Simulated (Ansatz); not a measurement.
bcc Rb

Calculation: r²SCANh (plane waves, PAW; Ansatz, a quantum-chemistry and plane-wave program).

Run with plane-wave cutoff 520 eV, 8×8×8 k mesh, Fermi–Dirac smearing 0.05 eV, scalar-relativistic PAW data made under PBE.

Cell (relaxed at this level):

Space group Im-3m (No. 229); a = 5.760 Å, b = 5.760 Å, c = 5.760 Å, α = 90.00°, β = 90.00°, γ = 90.00°

```
atom  site  symmetry       x       y       z
----  ----  --------  ------  ------  ------
Rb      2a      m-3m  0.0000  0.0000  0.0000
```
(The calculation used a cell of 1 atom; values per cell refer to that cell.)

```json
{
  "bulk modulus B0": "2.63 GPa",
  "pressure derivative B′ of the bulk modulus": "3.7"
}
```

Measured, for comparison: bulk modulus 2.92 GPa (corrected for temperature and zero-point phonon effects, our sources range from 2.92 to 3.60; as tabulated in Levämäki et al. (2014), arXiv:1402.3671). Computed (rounded) less measured: bulk modulus not scored (sources differ).

Computed values are for the static lattice.
